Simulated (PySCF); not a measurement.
Atoms are numbered as in `[CH3:1][n:2]1[cH:3][cH:4][n:5][n:6]1`; H(Xn) means a hydrogen on atom n.

[PySCF: structure optimised with GFN2-xTB; GIAO PBE0/pcSseg-1 shieldings; J couplings at B3LYP/pcJ-1 (spin–dipole term only in couplings to heteroatoms); isolated molecule; single conformer; non-relativistic; equivalent nuclei averaged]

Chemical shifts δ = σref − σ; $^{1}$H (σref 31.72) against TMS, all at this level.

The spectrum was simulated from the full spin Hamiltonian at 500 MHz with 0.8 Hz Lorentzian lines, from shifts rounded to 0.01 ppm and J to 0.1 Hz, couplings under 1 Hz left out.

Q: List the maxima of its $^{1}$H spectrum with integrals.

A: 
Maxima in ppm (height), grouped by integral:
1H: 7.831 (18), 7.829 (18)
1H: 7.561 (18), 7.559 (18)
3H: 4.250 (100)

Q: Summarise it as multiplets with assignments.

A: $^{1}$H NMR (500 MHz, computed): δ 7.83 (d, J = 1.3 Hz, 1H, H(C4)), 7.56 (d, J = 1.3 Hz, 1H, H(C3)), 4.25 (s, 3H, H(C1)). These are first-order names; overlap and second-order distortion can hide them in the list.

Multiplet labels drop couplings under 1 Hz and merge nearly equal ones. Unscaled 3J(H,H) at this level run about 10 % above measured values.
